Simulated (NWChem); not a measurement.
**Polarisability of fluorine (F2)**

```
F
F 1 1.3765
```
Charge 0, spin multiplicity 1.

Program: NWChem. Structure: optimised with PBE0/def2-SVP, a minimum by its harmonic frequencies.

Basis set: Sadlej pVTZ. The field's frequency is 0.0428 Ha (1065 nm).

```csv
method,isotropic polarisability (bohr³),difference from CCSD linear response
PBE,8.64,+0.27
HF,8.23,-0.14
PBE0,8.33,-0.04
B3LYP,8.44,+0.08
CCSD linear response,8.37,0.00
```

The values span 0.41 bohr³, from HF (lowest) to PBE (highest). 

The correlated methods keep 2 core orbitals frozen. B3LYP has NWChem's definition, with VWN1-RPA local correlation. No row is a measurement; the coupled-cluster row has its own basis-set and correlation limits.
